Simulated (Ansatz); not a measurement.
```yaml
crystal:
  periodic: [false, false, false]
  atoms:
    - {symbol: Au, position_ang: [0.000000, 0.000000, 0.000000]}
    - {symbol: H, position_ang: [1.579833, 0.013836, 0.000034]}
    - {symbol: H, position_ang: [-0.801899, 1.361255, -0.002439]}
    - {symbol: H, position_ang: [-0.777934, -1.375092, 0.002405]}
basis:
  gaussian: {orbitals: def2-TZVP}
magnetization: {spin_polarized: true, initial_magnetization: 2}
hamiltonian: {xc: pbe0}
relax: {f_tol: 0.004, max_steps: 80}
```

```sh
$ ansatz run in.yaml --threads 1 --pin off --events-out ev --progress --plain --max-ram 2176MiB
```

Steps of the relaxation (energy above the last step; positions in Å, forces in eV/Å):

```
4
step 1, 103.8 meV
Au    0.000    0.000    0.000    0.000    0.000    0.000
H     1.580    0.014    0.000    1.066    0.009    0.000
H    -0.802    1.361   -0.002   -0.541    0.919   -0.002
H    -0.778   -1.375    0.002   -0.525   -0.928    0.002
```

```
4
step 2, 0.2 meV
Au    0.000    0.000    0.000    0.000    0.000    0.000
H     1.645    0.014    0.000    0.045    0.000    0.000
H    -0.835    1.418   -0.003   -0.023    0.039    0.000
H    -0.810   -1.432    0.003   -0.022   -0.039    0.000
```

```
4
step 3, 0.0 meV
Au    0.000    0.000    0.000    0.000    0.000    0.000
H     1.649    0.014    0.000   -0.002    0.000    0.000
H    -0.837    1.421   -0.003    0.001   -0.002    0.000
H    -0.812   -1.435    0.003    0.001    0.002    0.000
```

Close pairs at the end: Au1–H2 1.649 Å, Au1–H3 1.649 Å, Au1–H4 1.649 Å.

A stationary point of unrestricted PBE0 after 3 steps, with ⟨S²⟩ = 2.010 against 2.00 for a pure state; no frequencies were run, so it isn't proven a minimum. 6 s on 1 thread of Intel Xeon 6975P-C, shared host.
